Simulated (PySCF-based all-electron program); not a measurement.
C2H2, singlet: how the functional moves the forces

Calculated with an in-house all-electron program built on PySCF, in large uncontracted Gaussian sets near the basis limit; the spin-free Dirac equation, no spin–orbit coupling, spin-restricted. Forces are good to about 0.003 eV/Å. Atoms are numbered as listed.

| atom | x (Å) | y (Å) | z (Å) |
| --- | --- | --- | --- |
| H | 0.0000 | 0.0000 | -1.0710 |
| C | 0.0000 | 0.0000 | 0.0000 |
| C | 0.0000 | 0.0000 | 1.3277 |
| H | 0.0000 | 0.0000 | 2.3987 |

PBE forces:

```csv
atom,Fx,Fy,Fz (eV/Å)
H1,0.000,0.000,-0.046
C2,0.000,0.000,8.887
C3,0.000,0.000,-8.887
H4,0.000,0.000,0.046
```

(1) What forces does r2SCAN give?

Answers

(1) The forces move by 0.492 eV/Å (r.m.s. over the atoms) from PBE.

```
atom     Fx     Fy  Fz (eV/Å)
  H1  0.000  0.000      0.234
  C2  0.000  0.000      9.525
  C3  0.000  0.000     -9.525
  H4  0.000  0.000     -0.234
```
